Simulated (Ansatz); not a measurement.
Isolated molecules relaxed with PBE0-D4/def2-TZVP in Ansatz; ΔE leaves out vibrations. CBS: MP2 limit from def2 TZ/QZ plus the TZ coupled-cluster correction, frozen cores. This one scheme is used for every species. DFT in def2-TZVPP. HSE06 is defined as in plane-wave codes. Each species was taken in one conformer, which may not be the lowest.

`SC1CO1` + `CF` → `FCC1CO1` + H₂S  (formal exchange of groups at a C–S bond)

CCSD(T)/CBS gives -0.27 eV.

Problem. Another level gave -0.24 eV. Which?
A. HSE06-D4/def2-TZVPP
B. CAM-B3LYP/def2-TZVPP
C. HF/def2-TZVPP
D. PBE-D4/def2-TZVPP

Solution. A. HSE06-D4 -0.24, CAM-B3LYP -0.29, PBE-D4 -0.20, HF/def2-TZVPP -0.35 eV.

Largest T1 diagnostic among the species: 0.012.

From BLYP to BHLYP (50 % exact exchange), in def2-TZVPP and without D4, ΔE moves by −0.10 eV. At CCSD(T), def2-SVP lies −0.11 eV from the extrapolated value and def2-TZVPP −0.03 eV. Leaving LDA and LC-ωPBE aside and taking each functional with its dispersion term where it has one, the values, not all of them listed here, spread over 0.12 eV, from CAM-B3LYP-D4 to revPBE-D4. LDA lies −0.07 eV from PBE without D4.
